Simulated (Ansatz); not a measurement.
hcp Zn, relaxed in Ansatz (plane waves) with several semilocal functionals. Each gives its own volume and its own elastic constant C11:

| level | V0 (Å³/atom) | elastic constant C11 (GPa) | ln V0 | ln C11 |
|---|---|---|---|---|
| LDA | 13.623 | 241.5 | 2.6118 | 5.4869 |
| PBEsol | 14.223 | 214.6 | 2.6549 | 5.3688 |
| PBE | 15.241 | 177.0 | 2.7240 | 5.1761 |

Question: Fit a straight line to ln C11 against ln V0. What does it predict for r²SCAN, whose volume is 14.470 Å³/atom?

Answer: With x = ln V0 and y = ln C11: means 2.66357 and 5.34393; Σ(Δx Δy) = -0.01776, Σ(Δx²) = 0.006407, so the slope is -2.77. At x = 2.6721 the line gives y = 5.34393 + (-2.77) × (2.6721 − 2.66357) = 5.3203, or 204.4 GPa. The run with r²SCAN gives 222.2 GPa, +8.7 % from the line. The rows used scatter about it by up to 0.1 %, while the largest value lies 36 % above the smallest.

Measured: 177 GPa (measured, 0 K, extrapolated to 0 K; zero-point effects included; as tabulated in Galib et al. (2023), arXiv:2209.08184).

Ansatz's density-functional and Hartree–Fock values are scalar-relativistic unless marked +SOC, with PAW data made under PBE.

Ansatz is a program for electronic structure.
